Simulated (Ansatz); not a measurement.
Input file:

```yaml
crystal:
  periodic: [false, false, false]
  atoms:
    - {symbol: Ge, position_ang: [0.050734, -0.040595, 1.066110]}
    - {symbol: Si, position_ang: [-0.114141, 0.098128, -1.341282]}
    - {symbol: N, position_ang: [-0.037520, -0.092216, -2.915734]}
    - {symbol: H, position_ang: [0.045588, 1.472793, 1.059759]}
basis:
  gaussian: {orbitals: cc-pVDZ}
correlation: {method: sc_nevpt2, electrons: outside_noble_gas, active_space: {window: {electrons: 8, orbitals: 8}}}
```

```sh
$ ansatz run in.yaml --threads 1 --pin off --events-out ev --progress --plain --max-ram 2393MiB
```

(1) Roughly how long does this take on 1 thread of Arm Neoverse V2, shared host, and how much host memory?

```
692 factors; integrals over basis functions are off by at most 1.2e-3 eV
mean field evaluation 1: about -65818.5986 eV, gradient 5.5e1 eV
mean field evaluation 2: about -65818.6033 eV, gradient 5.5e1 eV
mean field evaluation 4: about -65827.3732 eV, gradient 7.8e0 eV
mean field evaluation 8: about -65827.8984 eV, gradient 4.3e-1 eV
mean field evaluation 16: about -65821.4296 eV, gradient 1.7e1 eV
mean field evaluation 32: about -65776.2417 eV, gradient 1.2e2 eV
mean field -65827.91073599 eV, -2419.1310997873 hartree, gradient 8.9e-6 eV, S^2 0.000000; 1 other end points of the search recorded, 0 dependent functions left out; unrestricted orbitals would lower it
reference -65827.91073599 eV, -2419.1310997873 hartree; 27, 27 occupied and 37, 37 virtual orbitals, 692 factors
state -65832.36567834 eV, -2419.2948158987 hartree
state -65832.36567834 eV, -2419.2948158987 hartree; corrected -65837.20905772 eV, -2419.4728068080 hartree
state -65832.08750736 eV, -2419.2845933038 hartree
state -65832.08750736 eV, -2419.2845933038 hartree; corrected -65837.34818248 eV, -2419.4779195488 hartree
state -65832.08750736 eV, -2419.2845933038 hartree; corrected -65837.34818248 eV, -2419.4779195488 hartree
the orbitals are reached from a further start. From the first start the search ends at -65832.36560665 eV, -2419.2948132644 hartree
WARN: the results are in doubt because another end's mean lies 0.278 eV lower, and its corrected mean 0.139 eV higher
Total energy: -65837.34818248 eV, -2419.4779195488 hartree
In doubt: another end's mean lies 0.278 eV lower, and its corrected mean 0.139 eV higher
```

Natural occupations: 1.9548 1.9379 1.9016 1.8844 0.1205 0.0964 0.0574 0.0470.

Results:

(1) 11 s wall and 0.17 GiB.
